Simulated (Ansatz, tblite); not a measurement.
Isomers of P4⁻ (doublet), found by a short tight-binding search and relaxed with B3LYP-D4/def2-TZVPD in Ansatz.

The xTB rows come from tblite.

Run but left out: HF/def2-TZVPPD, MP2/def2-TZVPPD, CCSD/def2-TZVPPD, CCSD(T)/def2-TZVPPD (A: ⟨S²⟩ 1.77, where a pure state has 0.75).

A: At LDA (SPW92)/def2-TZVPD, PBE-D4/def2-TZVPD, r2SCAN-D4/def2-TZVPD the highest occupied level of the charge -1 doublet lies above zero (up to 0.31 eV). It is a level of α spin, whose loss leaves a singlet; that state wasn't run at this geometry and level. The electron is either unbound and held by the finite basis, or the level is raised by self-interaction error. B: At LDA (SPW92)/def2-TZVPD, PBE-D4/def2-TZVPD, r2SCAN-D4/def2-TZVPD, PBE0-D4/def2-TZVPD the highest occupied level of the charge -1 doublet lies above zero (up to 1.01 eV). By energy differences its removal costs 1.54 eV (vertical, to the charge 0 singlet, at PBE-D4/def2-TZVPD); a positive level beside a positive removal energy at the same level points to self-interaction error.

Other spin states were run for one of them alone.

A:

```xyz
4

P    -2.0626    1.4043   -0.2663
P    -0.4438    0.6530   -1.0739
P     1.0390   -0.0864    0.8304
P     1.4674   -1.9708    0.5098
```

B:

Cartesian coordinates in Å:
```
P -0.1823 -1.1293 -0.5485
P -0.6179 0.9917 -0.4941
P 1.4930 0.3156 -0.3501
P -0.6928 -0.1779 1.3927
```

**Question.** Estimate their order by electronic energy at PBE0-D4/def2-TZVPD, counted from the lowest.

**Answer.** B (0.0) < A (31.9), in kcal/mol.

**Question.** Do the other levels pick the same lowest one?

**Answer.** All that were run do. Energies above each level's lowest (kcal/mol):

```tsv
level	A	B
GFN1-xTB	18.2	0.0
GFN2-xTB	29.7	0.0
LDA (SPW92)/def2-TZVPD	32.3	0.0
PBE-D4/def2-TZVPD	27.4	0.0
r2SCAN-D4/def2-TZVPD	27.4	0.0
PBE0-D4/def2-TZVPD	31.9	0.0
BHLYP-D4/def2-TZVPD	23.4	0.0
```
Point groups (tolerance 0.1 Å): A C2, B C2v. Lower isomers may exist.
